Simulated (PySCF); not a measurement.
Work out the structure from these simulated measurements.

Formula: C2F2.

| Item | Value |
| --- | --- |
| Rotational structure | rotational constant B (linear): 3.579 GHz [PBE0-D3(BJ)/def2-TZVP] |
| 13C NMR | chemical shifts (computed TMS as zero) by class: 52.5 (2 C) ppm [GIAO B97-2/pcSseg-2] |
| Couplings | largest of the computed one-bond spin–spin couplings (means over like bonds): 13C–13C +436.7, 19F–13C -375.7 (×2) Hz [B3LYP/pcJ-2] |
| Dipole | 0.00 D [B97-2/pcSseg-2] |
| NMR, other nuclei | isotropic shieldings of nuclei other than C and H, by class: 460 (2 F) ppm [GIAO B97-2/pcSseg-2] |

Gas-phase values; electronic properties from PySCF, density fitting. Levels stand in brackets. Isolated species at its PBE0-D3(BJ)/def2-TZVP geometry, gas phase. NMR values are class means; diastereotopic atoms form classes of their own.

Question: Propose a structure and show how it fits.

Answer: Numbering: `[F:1][C:2]#[C:3][F:4]`. Its formula, C2F2, gives 2 degrees of unsaturation: 0 rings and 2 π bonds in the structure found. 2 carbons fall into 1 class: alkyne carbon [C2/C3] (52.5 ppm, 2 C). The other shieldings belong to: 460 ppm, fluorine bonded to C [F1/F4]. The couplings run between: +436.7 Hz, alkyne carbon [C2] and alkyne carbon [C3]; -375.7 Hz, fluorine bonded to C [F1] and alkyne carbon [C2] (with 1 like pair). The vanishing dipole is forced by symmetry. The optimised geometry has point group D∞h and is a linear rotor. Structure: difluoroacetylene (`FC#CF`). The assignments are read from this structure; whether some other isomer fits the data as well wasn't checked.
